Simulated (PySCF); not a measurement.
## Lithium: a sound run and one with changed settings

Sound run: Li [He] 2s1, Li⁺ 1s2. All numbers are calculated (PySCF 2.14, the spin-free X2C one-electron Hamiltonian (Gaussian nucleus), in aug-cc-pVDZ-DK). The sound run starts from symmetry-adapted Hartree-Fock orbitals and uses a fine grid where one is needed.

Changed run: initial guess atom, at most 50 SCF cycles.

```csv
species,method,sound run (hartree),changed run (hartree),converged
Li,UHF,-7.43310,-7.43310,yes
Li,M06-L,-7.48611,-7.48611,yes
Li,TPSS,-7.48879,-7.48879,yes
Li⁺,UHF,-7.23678,-7.23678,yes
Li⁺,M06-L,-7.30091,-7.30091,yes
Li⁺,TPSS,-7.28674,-7.28674,yes
```

Here the plain start reaches the same solutions.
